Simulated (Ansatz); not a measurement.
Consider the formal exchange of groups at a C–C bond: `C/C=C\C` + `CCC` → `C/C=C\CCC` + CH₄.

Calculated with Ansatz (gas phase, PBE0-D4/def2-TZVP geometries, no zero-point term in ΔE). CBS: MP2 limit from def2 TZ/QZ plus the TZ coupled-cluster correction, frozen cores. This one scheme is used for every species. Double bonds are as drawn, so ΔE can hold a change between cis and trans. Functionals use def2-TZVPP. Each species was taken in one conformer, which may not be the lowest.

Problem. Is it downhill or uphill in electronic energy at CCSD(T)/CBS, and by how much? (Best estimate.)

Solution. Computed: Downhill: ΔE = -9.8 kJ/mol.

Problem. What do these levels give: LDA (SPW92), BLYP, BHLYP, SCS-MP2/def2-TZVPP, CCSD/def2-TZVPP, HF/def2-QZVPP? (Estimate.)

Solution. Computed: LDA (SPW92) -8.3, BLYP 0.2, BHLYP -1.4, SCS-MP2/def2-TZVPP -9.6, CCSD/def2-TZVPP -7.7, HF/def2-QZVPP 1.3 kJ/mol.

Largest T1 diagnostic among the species: 0.010.

Leaving LDA and LC-ωPBE aside and taking each functional with its dispersion term where it has one, the values, not all of them listed here, spread over 4.7 kJ/mol, from revPBE-D4 to B2PLYP. LDA lies −5.6 kJ/mol from PBE without D4. The D4 term adds −7.8 kJ/mol with B3LYP and −5.0 kJ/mol with PBE0; it sums over pairs of atoms, weighted by their polarisabilities, and B3LYP, whose exchange is more repulsive, gets the larger term.

B3LYP here is the variant with VWN-RPA as its local correlation; programs differ in this.
